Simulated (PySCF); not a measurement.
# CHFO (formyl fluoride): TPSS/def2-TZVPP

Aim: the vertical singlet–triplet gap of CHFO (formyl fluoride) at TPSS/def2-TZVPP, from 2 runs. Input form: a Python script.

Program for the calculation: PySCF 2.14.0.

2 further runs of the same task are left out: 2 set aside as unsound or not needed.

## (1) The system as given

CHFO: 4 atoms, total charge 0, spin state singlet. SMILES: `O=CF`. Geometry: relaxed at GFN2-xTB.

Bond lengths: O1–C2 1.171 Å, C2–F3 1.341 Å, C2–H4 1.098 Å. Angles: O1–C2–F3 122.3°, O1–C2–H4 129.0°, F3–C2–H4 108.7°.

## (2) The energy at TPSS/def2-TZVPP

job.py

```python
from pyscf import gto, dft

molecule = gto.M(
    atom=[
    ('O', (-0.889680, 0.196020, 0.829980)),
    ('C', (-0.049740, 0.073340, 0.022930)),
    ('F', (0.584370, -1.090860, -0.181350)),
    ('H', (0.355050, 0.821510, -0.671560)),
],
    verbose=4,
    max_memory=1860,
    spin=0,
    basis='def2-tzvpp',
)

mf = dft.RKS(molecule, xc='tpss')
mf.conv_tol = 1e-10
mf.grids.level = 5
mf.kernel()
if not mf.converged:
    mf = mf.newton().run(mf.mo_coeff, mf.mo_occ)

energy = mf.e_tot
print('E(%s) = %.9f' % ('TPSS', energy))
```

The run is started by

```sh
$ OMP_NUM_THREADS=1 python job.py
```

What it wrote:

```text
PySCF version 2.14.0

[INPUT] num. atoms = 4
[INPUT] num. electrons = 24
[INPUT] charge = 0
[INPUT] spin (= nelec alpha-beta = 2S) = 0
[INPUT] symmetry False subgroup None
[INPUT] Mole.unit = angstrom
[INPUT] Symbol           X                Y                Z      unit          X                Y                Z       unit  Magmom
[INPUT]  1 O     -0.889680000000   0.196020000000   0.829980000000 AA   -1.681251538503   0.370424114937   1.568434888867 Bohr   0.0
[INPUT]  2 C     -0.049740000000   0.073340000000   0.022930000000 AA   -0.093994977436   0.138592513976   0.043331420036 Bohr   0.0
[INPUT]  3 F      0.584370000000  -1.090860000000  -0.181350000000 AA    1.104299255412  -2.061426640243  -0.342701832690 Bohr   0.0
[INPUT]  4 H      0.355050000000   0.821510000000  -0.671560000000 AA    0.670947260527   1.552428908591  -1.269064476213 Bohr   0.0

nuclear repulsion = 67.6421796964721
number of shells = 39
number of NR pGTOs = 154
number of NR cGTOs = 107
basis = def2-tzvpp
ecp = {}

******** <class 'pyscf.dft.rks.RKS'> ********
method = RKS
initial guess = minao
damping factor = 0
level_shift factor = 0
DIIS = <class 'pyscf.scf.diis.CDIIS'>
diis_start_cycle = 1
diis_space = 8
diis_damp = 0
SCF conv_tol = 1e-10
SCF conv_tol_grad = None
SCF max_cycles = 50
direct_scf = True
direct_scf_tol = 1e-13
XC library pyscf.dft.libxc version 7.0.0
    S. Lehtola, C. Steigemann, M. J.T. Oliveira, and M. A.L. Marques.,  SoftwareX 7, 1–5 (2018)
XC functionals = tpss
    J. Tao, J. P. Perdew, V. N. Staroverov, and G. E. Scuseria.,  Phys. Rev. Lett. 91, 146401 (2003)
    J. Tao, J. P. Perdew, V. N. Staroverov, and G. E. Scuseria.,  Phys. Rev. Lett. 91, 146401 (2003)
radial grids:
    Treutler-Ahlrichs [JCP 102, 346 (1995); DOI:10.1063/1.469408] (M4) radial grids

becke partition: Becke, JCP 88, 2547 (1988); DOI:10.1063/1.454033
pruning grids: <function nwchem_prune>
grids dens level: 5
symmetrized grids: False
atomic radii adjust function: <function treutler_atomic_radii_adjust>
small_rho_cutoff = 0
Set gradient conv threshold to 1e-05
Initial guess from minao.
tot grids = 153376
init E= -214.245171672388
  HOMO = -0.377187272748248  LUMO = -0.0928441173773393  gap/eV = 7.73737
cycle= 1 E= -213.743050592244  delta_E= 0.502  |g|= 0.915  |ddm|= 1.66
  HOMO = -0.142059324633394  LUMO = 0.00427825427049958  gap/eV = 3.98205
cycle= 2 E= -212.84639251553  delta_E= 0.897  |g|= 2.28  |ddm|= 1.73
  HOMO = -0.297251461276296  LUMO = -0.0605650056832623  gap/eV = 6.44057
cycle= 3 E= -213.858239780161  delta_E= -1.01  |g|= 0.411  |ddm|= 1.47
  HOMO = -0.288615259385743  LUMO = -0.0654592399882929  gap/eV = 6.07238
cycle= 4 E= -213.884239627372  delta_E= -0.026  |g|= 0.149  |ddm|= 0.265
  HOMO = -0.29403248249924  LUMO = -0.074351421124792  gap/eV = 5.97783
cycle= 5 E= -213.887412580481  delta_E= -0.00317  |g|= 0.0257  |ddm|= 0.0684
  HOMO = -0.289933979249898  LUMO = -0.0692773279155574  gap/eV = 6.00437
cycle= 6 E= -213.887552197671  delta_E= -0.00014  |g|= 0.00696  |ddm|= 0.0205
  HOMO = -0.29093696223774  LUMO = -0.0699941993890185  gap/eV = 6.01216
cycle= 7 E= -213.887562567006  delta_E= -1.04e-05  |g|= 0.000574  |ddm|= 0.00507
  HOMO = -0.290941280099386  LUMO = -0.0699783352827801  gap/eV = 6.01271
cycle= 8 E= -213.887562615463  delta_E= -4.85e-08  |g|= 0.000176  |ddm|= 0.000505
  HOMO = -0.290938692957468  LUMO = -0.069979322566887  gap/eV = 6.01261
cycle= 9 E= -213.887562621362  delta_E= -5.9e-09  |g|= 1.32e-05  |ddm|= 0.000108
  HOMO = -0.290937668483  LUMO = -0.0699784024600874  gap/eV = 6.01261
cycle= 10 E= -213.887562621394  delta_E= -3.15e-11  |g|= 2.76e-06  |ddm|= 1.07e-05
  HOMO = -0.290938243921381  LUMO = -0.0699787131710821  gap/eV = 6.01262
Extra cycle  E= -213.887562621388  delta_E= 6.42e-12  |g|= 6.64e-06  |ddm|= 4.65e-06
converged SCF energy = -213.887562621388
E(TPSS) = -213.887562621
```

Wall time 27 s (1 thread of Arm Neoverse V1, shared host); peak memory 0.59 GiB.

## (3) The triplet, same level

input.py

```python
from pyscf import gto, dft

mol = gto.Mole()
mol.atom = '''
O     -1.681252     0.370424     1.568435
C     -0.093995     0.138593     0.043331
F      1.104299    -2.061427    -0.342702
H      0.670947     1.552429    -1.269064
'''
mol.verbose = 4
mol.spin = 2
mol.basis = 'def2-tzvpp'
mol.unit = 'bohr'
mol.max_memory = 1860
mol.charge = 0
mol.build()

calc0 = dft.UKS(mol, xc='tpss')
calc0.grids.level = 5
calc0.conv_tol = 1e-10
calc0.kernel()
if not calc0.converged:
    calc0 = calc0.newton().run(calc0.mo_coeff, calc0.mo_occ)

energy = calc0.e_tot
print('E(%s) = %.9f' % ('TPSS', energy))
```

The run is started by

```sh
$ OMP_NUM_THREADS=1 python input.py
```

What it wrote:

```text
PySCF version 2.14.0

[INPUT] num. atoms = 4
[INPUT] num. electrons = 24
[INPUT] charge = 0
[INPUT] spin (= nelec alpha-beta = 2S) = 2
[INPUT] symmetry False subgroup None
[INPUT] Mole.unit = bohr
[INPUT] Symbol           X                Y                Z      unit          X                Y                Z       unit  Magmom
[INPUT]  1 O     -0.889680244214   0.196019939178   0.829980058809 AA   -1.681252000000   0.370424000000   1.568435000000 Bohr   0.0
[INPUT]  2 C     -0.049740011940   0.073340257193   0.022929777726 AA   -0.093995000000   0.138593000000   0.043331000000 Bohr   0.0
[INPUT]  3 F      0.584369864842  -1.090860190375  -0.181350088537 AA    1.104299000000  -2.061427000000  -0.342702000000 Bohr   0.0
[INPUT]  4 H      0.355049862135   0.821510048371  -0.671559747999 AA    0.670947000000   1.552429000000  -1.269064000000 Bohr   0.0

nuclear repulsion = 67.6421681777879
number of shells = 39
number of NR pGTOs = 154
number of NR cGTOs = 107
basis = def2-tzvpp
ecp = {}

******** <class 'pyscf.dft.uks.UKS'> ********
method = UKS
initial guess = minao
damping factor = 0
level_shift factor = 0
DIIS = <class 'pyscf.scf.diis.CDIIS'>
diis_start_cycle = 1
diis_space = 8
diis_damp = 0
SCF conv_tol = 1e-10
SCF conv_tol_grad = None
SCF max_cycles = 50
direct_scf = True
direct_scf_tol = 1e-13
number electrons alpha = 13  beta = 11
XC library pyscf.dft.libxc version 7.0.0
    S. Lehtola, C. Steigemann, M. J.T. Oliveira, and M. A.L. Marques.,  SoftwareX 7, 1–5 (2018)
XC functionals = tpss
    J. Tao, J. P. Perdew, V. N. Staroverov, and G. E. Scuseria.,  Phys. Rev. Lett. 91, 146401 (2003)
    J. Tao, J. P. Perdew, V. N. Staroverov, and G. E. Scuseria.,  Phys. Rev. Lett. 91, 146401 (2003)
radial grids:
    Treutler-Ahlrichs [JCP 102, 346 (1995); DOI:10.1063/1.469408] (M4) radial grids

becke partition: Becke, JCP 88, 2547 (1988); DOI:10.1063/1.454033
pruning grids: <function nwchem_prune>
grids dens level: 5
symmetrized grids: False
atomic radii adjust function: <function treutler_atomic_radii_adjust>
small_rho_cutoff = 0
Set gradient conv threshold to 1e-05
tot grids = 153376
init E= -214.245170920149
[... the frontier-level lines of each cycle are left out ...]


cycle= 1 E= -213.622135241729  delta_E= 0.623  |g|= 0.415  |ddm|= 1.36


cycle= 2 E= -213.463621240447  delta_E= 0.159  |g|= 0.772  |ddm|= 0.605


cycle= 3 E= -213.685748752212  delta_E= -0.222  |g|= 0.079  |ddm|= 0.414


cycle= 4 E= -213.685458611792  delta_E= 0.00029  |g|= 0.0902  |ddm|= 0.0859


cycle= 5 E= -213.688058909883  delta_E= -0.0026  |g|= 0.0172  |ddm|= 0.0471


cycle= 6 E= -213.688177360579  delta_E= -0.000118  |g|= 0.0068  |ddm|= 0.0175


cycle= 7 E= -213.6881981112  delta_E= -2.08e-05  |g|= 0.00122  |ddm|= 0.00651


cycle= 8 E= -213.688198832668  delta_E= -7.21e-07  |g|= 0.000267  |ddm|= 0.00118


cycle= 9 E= -213.688198895991  delta_E= -6.33e-08  |g|= 0.000109  |ddm|= 0.000459


cycle= 10 E= -213.688198902066  delta_E= -6.07e-09  |g|= 1.92e-05  |ddm|= 0.000114


cycle= 11 E= -213.688198902285  delta_E= -2.19e-10  |g|= 7.06e-06  |ddm|= 2.59e-05


cycle= 12 E= -213.688198902307  delta_E= -2.17e-11  |g|= 1.73e-06  |ddm|= 5.6e-06


Extra cycle  E= -213.688198902304  delta_E= 2.44e-12  |g|= 2.74e-06  |ddm|= 2.71e-06
converged SCF energy = -213.688198902304  <S^2> = 2.0049131  2S+1 = 3.0032736
E(TPSS) = -213.688198902
```

It took 63 s on 1 thread of Arm Neoverse V1, shared host; peak memory 0.61 GiB.

## (4) Outcome

Level: TPSS/def2-TZVPP.

| quantity | value |
| --- | --- |
| singlet: total energy | -213.88756 Eh |
| singlet: dipole moment | 1.99 D |
| singlet: HOMO energy | -7.92 eV |
| singlet: LUMO energy | -1.90 eV |
| singlet: HOMO–LUMO gap | 6.01 eV |
| triplet: total energy | -213.68820 Eh |
| triplet: dipole moment | 1.15 D |
| triplet: HOMO energy (highest over α and β) | -2.65 eV |
| triplet: ⟨S²⟩ | 2.005 |
| vertical energy of the triplet above the singlet | 5.425 eV |

At this shape the triplet lies 5.42 eV (125 kcal/mol) above the singlet. Mulliken charges (triplet) run from -0.15 on F3 to +0.13 on H4; they depend strongly on the basis.
